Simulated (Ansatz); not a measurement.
Relaxed structures of AlSiH4O, doublet (PBE0-D4/def2-TZVP; forces vanish, vibrations not checked; lower isomers may exist, and structures with a doubtful reference or unclear bonds are left out; Å). Computed with Ansatz 0.2.0 (basis: def2-TZVPP); correlated methods freeze the cores; orbitals are unrestricted.

(1) Rank them by CCSD(T) energy, lowest first, and give each one's height above the lowest. Links in brackets join atoms within 1.22 times the sum of their covalent radii (1.1 for two metals). (An estimate is asked for; the value comes from the calculation.)
A.
AlSiH₄O ([AlH3][O][SiH])
```
7
angstrom
O -0.1657 -0.0215 -0.0005
Si -1.1791 0.3634 -1.0849
Al 1.3713 -0.2013 1.0928
H 2.4727 -0.7592 0.0692
H -2.5397 -0.2943 -0.9008
H 1.5723 1.2828 1.6643
H 0.7788 -1.2841 2.1372
```
B.
AlSiH₄O ([AlH][O][SiH3])
```
7
angstrom
O -0.0869 -0.0826 0.0936
Si -1.2191 0.2728 -1.0196
Al 1.0395 -0.0654 1.3528
H -0.6690 0.0629 -2.3849
H -2.4031 -0.6075 -0.8354
H -1.6548 1.6902 -0.8939
H 1.8017 -1.4538 1.6319
```
C.
AlSiH₄O ([AlH2][O][SiH2])
```
7
angstrom
O -0.0462 0.0281 -0.0521
Si -1.1201 0.3414 -1.2326
Al 1.0800 0.0420 1.2031
H -0.6201 -0.2153 -2.5259
H -2.4346 -0.2826 -0.8928
H 1.5439 1.4398 1.7719
H 1.5971 -1.3533 1.7283
```

No T1 diagnostic of these runs exceeds 0.027. ⟨S²⟩ of the unrestricted Hartree–Fock references: 0.75 to 0.77 (a pure state has 0.75).

## Answers

(1) By the calculation: B (0.0 kJ/mol), C (38.4 kJ/mol), A (249.0 kJ/mol). Heights count from the lowest.

For scale, one of the runs: CCSD(T)/def2-TZVPP, 171 basis functions, launched by `ansatz run in.yaml --threads 2 --pin off --events-out ev --progress --plain --max-ram 4352MiB`. Hardware: 2 CPU threads of an Arm Neoverse V2, shared host. Wall time 65 s; peak host memory 3.2 GiB.
